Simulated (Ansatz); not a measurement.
Fluorite CeO₂ was calculated with PBEsol (PAW; Ansatz, a first-principles code).

Settings: plane-wave cutoff 520 eV, 8×8×8 k mesh, perturbation theory, force constants from a 4×4×4 q mesh, no spin polarisation, scalar-relativistic PAW data made under PBE.

Computed at the level's own relaxed cell. Harmonic vibrational thermodynamics at fixed volume:

```csv
T (K),S_vib (J/K per mol of atoms),C_V (J/K per mol of atoms),F_vib (eV/atom)
100,4.87,8.79,0.0540
200,[?],[?],[?]
300,[?],[?],[?]
500,[?],[?],[?]
600,[?],[?],[?]
800,[?],[?],[?]
1000,[?],[?],[?]
```

### Question
Some entries are withheld; supply them.

### Answer

- 200, S_vib (J/K per mol of atoms): 13.84
- 200, C_V (J/K per mol of atoms): 17.01
- 200, F_vib (eV/atom): 0.0442
- 300, S_vib (J/K per mol of atoms): 21.52
- 300, C_V (J/K per mol of atoms): 20.65
- 300, F_vib (eV/atom): 0.0258
- 500, S_vib (J/K per mol of atoms): 32.81
- 500, C_V (J/K per mol of atoms): 23.20
- 500, F_vib (eV/atom): -0.0313
- 600, S_vib (J/K per mol of atoms): 37.09
- 600, C_V (J/K per mol of atoms): 23.71
- 600, F_vib (eV/atom): -0.0676
- 800, S_vib (J/K per mol of atoms): 43.99
- 800, C_V (J/K per mol of atoms): 24.23
- 800, F_vib (eV/atom): -0.1520
- 1000, S_vib (J/K per mol of atoms): 49.43
- 1000, C_V (J/K per mol of atoms): 24.48
- 1000, F_vib (eV/atom): -0.2490

The crystal is taken as a harmonic solid at every temperature: melting, phase changes and thermal expansion are not seen.
